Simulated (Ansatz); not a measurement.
Molecular dynamics of AlClH$_{2}$

input.yaml

```yaml
crystal:
  periodic: [false, false, false]
  atoms:
    - { symbol: Al, position_ang: [0.008682, 0.0, 0.005008] }
    - { symbol: H, position_ang: [-0.07565, 0.0, 1.581127] }
    - { symbol: H, position_ang: [1.331482, 0.0, -0.856075] }
    - { symbol: Cl, position_ang: [-1.844714, 0.0, -1.06506] }
basis:
  gaussian: { orbitals: cc-pVDZ }
hamiltonian:
  xc: b3lyp
  dispersion: d4
md:
  timestep: 0.5
  n_steps: 100
  ensemble: nve
  temperature: 2000.0
  initial_velocities: maxwell_boltzmann
  seed: 56814
  masses: [{ species: H, mass: 2.014 }]
```

Launched with:

```bash
$ ansatz run input.yaml --threads 1 --pin off --max-ram 2048MiB --backend cpu --events-out ev --progress --plain --runs-dir out
```

It starts from a relaxed structure.

Output, in part (step lines, the closing report, with atoms numbered from 0):

```
md step     0: t =     0.00 fs  T =  2000.0 K  F+E_penalty+E_count = -19154.66462208 eV  E_kin = 0.517040 eV  conserved = -19154.14758209 eV  (22 SCF iters)
[... lines left out ...]
Total energy: -19154.30070821 eV, -703.9075677755 hartree
Atom 0 at     0.044161    -0.072490     0.032467 Å, force    -1.021218     1.442873    -0.500385 eV/Å
Atom 1 at     0.042749     0.385630     1.536117 Å, force    -0.206122    -0.557945     0.330200 eV/Å
Atom 2 at     1.272430     0.404109    -0.796853 Å, force     0.393496    -0.488332    -0.394737 eV/Å
Atom 3 at    -1.875089     0.010306    -1.086767 Å, force     0.833844    -0.396595     0.564922 eV/Å
Dipole moment:     0.338492    -0.299246     0.212491 e Å
```

The steps, from the saved trajectory:

```json
{"time (fs)": "0.0", "T (K)": "2000", "potential energy less start (eV)": "0.000", "conserved less start (meV/atom)": "0.00"}
{"time (fs)": "1.5", "T (K)": "1955", "potential energy less start (eV)": "0.012", "conserved less start (meV/atom)": "0.00"}
{"time (fs)": "3.0", "T (K)": "1824", "potential energy less start (eV)": "0.045", "conserved less start (meV/atom)": "0.01"}
{"time (fs)": "4.5", "T (K)": "1627", "potential energy less start (eV)": "0.096", "conserved less start (meV/atom)": "0.02"}
{"time (fs)": "6.0", "T (K)": "1396", "potential energy less start (eV)": "0.156", "conserved less start (meV/atom)": "0.03"}
{"time (fs)": "7.5", "T (K)": "1161", "potential energy less start (eV)": "0.217", "conserved less start (meV/atom)": "0.05"}
{"time (fs)": "9.0", "T (K)": "950", "potential energy less start (eV)": "0.272", "conserved less start (meV/atom)": "0.05"}
{"time (fs)": "10.5", "T (K)": "772", "potential energy less start (eV)": "0.318", "conserved less start (meV/atom)": "0.05"}
{"time (fs)": "12.0", "T (K)": "623", "potential energy less start (eV)": "0.356", "conserved less start (meV/atom)": "0.04"}
{"time (fs)": "13.5", "T (K)": "489", "potential energy less start (eV)": "0.391", "conserved less start (meV/atom)": "0.04"}
{"time (fs)": "15.0", "T (K)": "356", "potential energy less start (eV)": "0.425", "conserved less start (meV/atom)": "0.03"}
{"time (fs)": "16.5", "T (K)": "224", "potential energy less start (eV)": "0.459", "conserved less start (meV/atom)": "0.04"}
{"time (fs)": "18.0", "T (K)": "112", "potential energy less start (eV)": "0.488", "conserved less start (meV/atom)": "0.06"}
{"time (fs)": "19.5", "T (K)": "64", "potential energy less start (eV)": "0.501", "conserved less start (meV/atom)": "0.08"}
{"time (fs)": "21.0", "T (K)": "114", "potential energy less start (eV)": "0.488", "conserved less start (meV/atom)": "0.08"}
{"time (fs)": "22.5", "T (K)": "270", "potential energy less start (eV)": "0.448", "conserved less start (meV/atom)": "0.07"}
{"time (fs)": "24.0", "T (K)": "498", "potential energy less start (eV)": "0.388", "conserved less start (meV/atom)": "0.04"}
{"time (fs)": "25.5", "T (K)": "746", "potential energy less start (eV)": "0.324", "conserved less start (meV/atom)": "0.02"}
{"time (fs)": "27.0", "T (K)": "965", "potential energy less start (eV)": "0.268", "conserved less start (meV/atom)": "0.01"}
{"time (fs)": "28.5", "T (K)": "1134", "potential energy less start (eV)": "0.224", "conserved less start (meV/atom)": "0.01"}
{"time (fs)": "30.0", "T (K)": "1258", "potential energy less start (eV)": "0.192", "conserved less start (meV/atom)": "0.02"}
{"time (fs)": "31.5", "T (K)": "1357", "potential energy less start (eV)": "0.166", "conserved less start (meV/atom)": "0.03"}
{"time (fs)": "33.0", "T (K)": "1452", "potential energy less start (eV)": "0.142", "conserved less start (meV/atom)": "0.04"}
{"time (fs)": "34.5", "T (K)": "1556", "potential energy less start (eV)": "0.115", "conserved less start (meV/atom)": "0.04"}
{"time (fs)": "36.0", "T (K)": "1665", "potential energy less start (eV)": "0.087", "conserved less start (meV/atom)": "0.03"}
{"time (fs)": "37.5", "T (K)": "1763", "potential energy less start (eV)": "0.061", "conserved less start (meV/atom)": "0.02"}
{"time (fs)": "39.0", "T (K)": "1821", "potential energy less start (eV)": "0.046", "conserved less start (meV/atom)": "0.00"}
{"time (fs)": "40.5", "T (K)": "1812", "potential energy less start (eV)": "0.049", "conserved less start (meV/atom)": "0.00"}
{"time (fs)": "42.0", "T (K)": "1720", "potential energy less start (eV)": "0.072", "conserved less start (meV/atom)": "0.00"}
{"time (fs)": "43.5", "T (K)": "1551", "potential energy less start (eV)": "0.116", "conserved less start (meV/atom)": "0.02"}
{"time (fs)": "45.0", "T (K)": "1330", "potential energy less start (eV)": "0.173", "conserved less start (meV/atom)": "0.03"}
{"time (fs)": "46.5", "T (K)": "1091", "potential energy less start (eV)": "0.235", "conserved less start (meV/atom)": "0.05"}
{"time (fs)": "48.0", "T (K)": "863", "potential energy less start (eV)": "0.294", "conserved less start (meV/atom)": "0.05"}
{"time (fs)": "49.5", "T (K)": "656", "potential energy less start (eV)": "0.348", "conserved less start (meV/atom)": "0.05"}
```

All steps were run. The conserved energy stayed within 0.085 meV per atom of its start (net change 0.05 meV per atom), so the integration is sound. A run of 0.05 ps of so small a system gives no equilibrium averages.

The same pairs are bonded in the first frame and the last. Pairs count as bonded within 1.25 times the sum of covalent radii (0.12 Å more for H–H).

Last frame:

```xyz
4
Properties=species:S:1:pos:R:3
Al 0.044 -0.072 0.033
H 0.043 0.386 1.536
H 1.272 0.404 -0.797
Cl -1.875 0.010 -1.087
```

The run took 54 s on 1 thread of Intel(R) Xeon(R) 6975P-C (Granite Rapids) (shared host), peak memory 0.1 GiB.
